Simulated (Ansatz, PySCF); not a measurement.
System: formic acid, CH₂O₂, net charge 0, singlet state. 
Geometry from a B3LYP-D3(BJ)/def2-TZVP (Ansatz, a quantum-chemistry and plane-wave program) optimisation:
```xyz
5

O     -1.0316    -0.4355    -0.0191
C      0.0042     0.4206     0.0039
O      1.1586     0.1057     0.0179
H     -0.6697    -1.3375    -0.0221
H     -0.3712     1.4518     0.0079
```

Total electronic energies in hartree. Cores are frozen in the correlated levels unless marked. Spin-orbit coupling is left out. Non-relativistic. FCI takes restricted orbitals. Basis-set limits of correlation are two-point, X^-3; Hartree-Fock from the larger set. The bracket is a focal-point correction in the basis named.

```json
[
 {"level": "HF/STO-3G", "program": "Ansatz", "energy (Eh)": "-186.21487"},
 {"level": "HF/6-31G", "program": "Ansatz", "energy (Eh)": "-188.66314"},
 {"level": "HF/def2-TZVPD", "program": "PySCF", "energy (Eh)": "-188.84964"},
 {"level": "BLYP/def2-TZVPD", "program": "Ansatz", "energy (Eh)": "-189.81880"},
 {"level": "BP86-D3(BJ)/def2-TZVPD", "program": "PySCF + dftd3", "energy (Eh)": "-189.85628"},
 {"level": "BP86-D4/def2-TZVPD", "program": "PySCF + dftd4", "energy (Eh)": "-189.85573"},
 {"level": "TPSS-D3(BJ)/def2-TZVPD", "program": "PySCF + dftd3", "energy (Eh)": "-189.87283"},
 {"level": "r2SCAN-D3(BJ)/def2-TZVPD", "program": "Ansatz + dftd3", "energy (Eh)": "-189.75246"},
 {"level": "B3LYP-D3(BJ)/def2-TZVPD", "program": "Ansatz + dftd3", "energy (Eh)": "-189.85347"},
 {"level": "BHLYP-D4/def2-TZVPD", "program": "Ansatz + dftd4", "energy (Eh)": "-189.74819"},
 {"level": "TPSSh/def2-TZVPD", "program": "PySCF", "energy (Eh)": "-189.84656"},
 {"level": "r2SCANh-D4/def2-TZVPD", "program": "Ansatz + dftd4", "energy (Eh)": "-189.73925"},
 {"level": "r2SCANh/def2-TZVPD", "program": "Ansatz", "energy (Eh)": "-189.73886"},
 {"level": "r2SCAN0/def2-TZVPD", "program": "Ansatz", "energy (Eh)": "-189.72001"},
 {"level": "HSE06/def2-TZVPD", "program": "Ansatz", "energy (Eh)": "-189.63313"},
 {"level": "MP2/STO-3G", "program": "Ansatz", "energy (Eh)": "-186.36768"},
 {"level": "MP2/CBS(cc-pVTZ,cc-pVQZ)", "program": "Ansatz", "energy (Eh)": "-189.5685"},
 {"level": "RI-MP2/aug-cc-pVTZ", "program": "Ansatz", "energy (Eh)": "-189.48640"},
 {"level": "FCI/STO-3G", "program": "Ansatz", "energy (Eh)": "-186.39982"},
 {"level": "RI-MP2/CBS(aug-cc-pVTZ,aug-cc-pVQZ)+[CCSD(T)-MP2]/aug-cc-pVDZ", "program": "Ansatz", "energy (Eh)": "-189.5998"},
 {"level": "RI-MP2/CBS(cc-pVTZ,cc-pVQZ)+[CCSD(T)-MP2]/cc-pVDZ", "program": "Ansatz", "energy (Eh)": "-189.5959"},
 {"level": "RI-MP2/CBS(cc-pVTZ,cc-pVQZ)+[CCSD(T)-MP2]/cc-pVQZ", "program": "Ansatz", "energy (Eh)": "-189.5962"},
 {"level": "CCSD(T)/CBS(cc-pVTZ,cc-pVQZ)", "program": "Ansatz", "energy (Eh)": "-189.5944"}
]
```

Totals of different functionals don't rank their quality; only differences between species are comparable.
